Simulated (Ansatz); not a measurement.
# Beryllium, hcp: convergence with Fermi-Dirac smearing

Computed with Ansatz, r²SCAN, scalar-relativistic PAW, on the relaxed cell (a = 2.265 Å, c = 3.561 Å (c/a = 1.573); spin not included). Errors count from a run at 500 eV on a Γ-centred 26×26×15 mesh with Fermi-Dirac smearing of 0.1 eV, extrapolated to zero width. Fixed here: cutoff 500 eV, mesh 16×16×9. The SCF starts from atomic densities corrected by a trained network.

```
width (eV)  E(σ→0) error (meV/atom)  F error (meV/atom)  P (GPa)  SCF iterations
      0.01                     -1.1                -1.1     0.01               6
      0.03                     -1.1                -1.2     0.00               6
       0.1                     -1.2                -2.0     0.00               6
       0.2                     -0.7                -4.5     0.03               6
       0.3                      1.3                -9.9     0.17               6
       0.6                     19.3               -58.1     1.63               7
       1.0                     58.7              -220.7     5.56               7
```
